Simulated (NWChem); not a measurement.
Species: phosphine (PH3); SMILES P

All runs: NWChem. All runs use the structure optimised with PBE0-D3(BJ)/def2-TZVP. Level: PBE0/aug-cc-pVDZ; rows give the wavelength of the field.

```json
[
 {"field": "static", "isotropic polarisability (bohr³)": "30.3", "anisotropy (bohr³)": "1.4"},
 {"field": "1065 nm", "isotropic polarisability (bohr³)": "30.6", "anisotropy (bohr³)": "1.5"},
 {"field": "589 nm", "isotropic polarisability (bohr³)": "31.5", "anisotropy (bohr³)": "1.7"}
]
```
